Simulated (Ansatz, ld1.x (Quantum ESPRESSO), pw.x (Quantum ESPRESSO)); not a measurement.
# What a changed setting does to a pw.x run (sc Mg)

Potential: norm-conserving Troullier–Martins (Kleinman–Bylander form), ld1.x (Quantum ESPRESSO) 7.5, LDA (PW92); core [Ne], reference 3s2 3p0; waves: 3s (bound): rc 2.80 bohr; 3p (bound, empty): rc 2.65 bohr; 3d channel at 0.2 Ry: rc 2.70 bohr; local part: all-electron potential smoothed inside 2.50 bohr (lloc = -2); core correction: a·sin(br)/r model core, default radius (core density twice the valence density).

The reference run (k-mesh 11³, cutoffs 50/200 Ry, Fermi–Dirac 0.01 Ry, mixing_beta 0.4, conv_thr 1e-9, no spin) gives -0.37 GPa at 26.092 Å³/atom, where all-electron LAPW gives -0.14 GPa. This run, with its own iteration cap, changes ecutrho/ecutwfc to 6.

```
&control
  calculation='scf', prefix='x', pseudo_dir='./', outdir='./tmp', tstress=.true., disk_io='none'
/
&system
  ibrav=0, nat=1, ntyp=1, ecutwfc=50, ecutrho=300, nbnd=8,
  occupations='smearing', smearing='fd', degauss=0.01
/
&electrons
  conv_thr=1e-09, mixing_beta=0.4, electron_maxstep=60
/
ATOMIC_SPECIES
Mg 1.0 Mg.UPF
CELL_PARAMETERS angstrom
  2.96598618 0.00000000 0.00000000
  0.00000000 2.96598618 0.00000000
  0.00000000 0.00000000 2.96598618
ATOMIC_POSITIONS crystal
Mg 0.0000 0.0000 0.0000
K_POINTS automatic
11 11 11 0 0 0
```

```bash
pw.x < Mg.scf.in > Mg.scf.out
```

Problem. How does the run end?

Solution. It converges in 6 iterations; the free energy moves by +0.0 meV/atom and the pressure by +0.00 GPa. The result is that of the reference run.

```
Message from routine setup:
     using ibrav=0 with symmetry is DISCOURAGED, use correct ibrav instead
     lattice parameter (alat)  =       5.6049  a.u.
     unit-cell volume          =     176.0775 (a.u.)^3
     number of electrons       =         2.00
     number of Kohn-Sham states=            8
     kinetic-energy cutoff     =      50.0000  Ry
     charge density cutoff     =     300.0000  Ry
     scf convergence threshold =      1.0E-09
     Exchange-correlation= PW
     number of k points=    56  Fermi-Dirac smearing, width (Ry)=  0.0100
     iteration #  1     ecut=    50.00 Ry     beta= 0.40
     total energy              =      -2.63064011 Ry
     estimated scf accuracy    <       0.00339185 Ry
     iteration #  2     ecut=    50.00 Ry     beta= 0.40
     total energy              =      -2.63018888 Ry
     estimated scf accuracy    <       0.00103684 Ry
     iteration #  3     ecut=    50.00 Ry     beta= 0.40
     total energy              =      -2.63023946 Ry
     estimated scf accuracy    <       0.00000187 Ry
     iteration #  4     ecut=    50.00 Ry     beta= 0.40
     total energy              =      -2.63023967 Ry
     estimated scf accuracy    <       0.00000004 Ry
     iteration #  5     ecut=    50.00 Ry     beta= 0.40
     total energy              =      -2.63023967 Ry
     estimated scf accuracy    <          3.6E-09 Ry
     iteration #  6     ecut=    50.00 Ry     beta= 0.40
     the Fermi energy is     2.5767 ev
!    total energy              =      -2.63023967 Ry
     estimated scf accuracy    <          2.3E-11 Ry
     smearing contrib. (-TS)   =      -0.00182527 Ry
     The total energy is F=E-TS. E is the sum of the following terms:
     one-electron contribution =       1.15786611 Ry
     hartree contribution      =       0.00491932 Ry
     xc contribution           =      -1.76633110 Ry
     ewald contribution        =      -2.02486873 Ry
     convergence has been achieved in   6 iterations
          total   stress  (Ry/bohr**3)                   (kbar)     P=       -3.71
     Message from routine punch:
     Nothing written, as per user request (disk_io='none')
```

The run took about 2.5 s on one core of a shared host (Neoverse-V2, 96 threads, 742 GiB, load 13).
